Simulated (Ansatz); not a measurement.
Process, species as SMILES: C[SiH3] (CH6Si) [methylsilane] → [CH2][SiH3] (CH5Si) + H atom (the C-H bond breaks)

Property: bond dissociation energy (enthalpy at 298 K), in kcal/mol. Conventions: no spin-orbit coupling; 6-311+G** with 5d, 6d on Na to Ar in Ansatz (a quantum-chemistry and plane-wave program); dispersion terms only where a functional's name holds one; non-relativistic; LANL2DZ with its own core potentials from Na on; open shells spin-unrestricted; valence correlation only; 6-31G* and kin with 6d, 5d where marked. CBS marks a two-point X^-3 extrapolation of the correlation energy; Hartree-Fock from the larger set. [CCSD(T)-MP2]/basis is that difference in the basis named. Ab initio and DFT rows: single points at B3LYP-D3(BJ) geometries (Ansatz), with unscaled harmonic terms from B3LYP/6-31G* at its own minima.

Coupled cluster (Ansatz) is a level with limits of its own, used here on species with T1 under 0.025 (0.045 for open shells) and stable references: RI-MP2/CBS(def2-TZVPPD,def2-QZVPPD)+[CCSD(T)-MP2]/def2-TZVPPD.

Value to compare with, RI-MP2/CBS(def2-TZVPPD,def2-QZVPPD)+[CCSD(T)-MP2]/def2-TZVPPD (Ansatz): 101.8 kcal/mol.

```csv
level,program,bond dissociation energy (enthalpy at 298 K) (kcal/mol),difference
PBE/STO-3G,Ansatz,130.5,28.7
PBE/3-21G,Ansatz,102.4,0.6
PBE/LANL2DZ,Ansatz,100.8,-1.0
PBE/6-31G*,Ansatz,99.5,-2.3
PBE/def2-SVP,Ansatz,98.7,-3.1
PBE/6-311+G**,Ansatz,98.4,-3.4
PBE/def2-TZVPD,Ansatz,98.0,-3.8
```

Among the 6 habitual levels, PBE/STO-3G lies farthest from RI-MP2/CBS(def2-TZVPPD,def2-QZVPPD)+[CCSD(T)-MP2]/def2-TZVPPD (Ansatz) (28.7 kcal/mol); 2 of 6 lie above it, and their mean absolute difference is 6.5 kcal/mol, the median 2.7. One case shows no general order.

The sets are all those run for this method; runs whose electronic state is in doubt are left out.
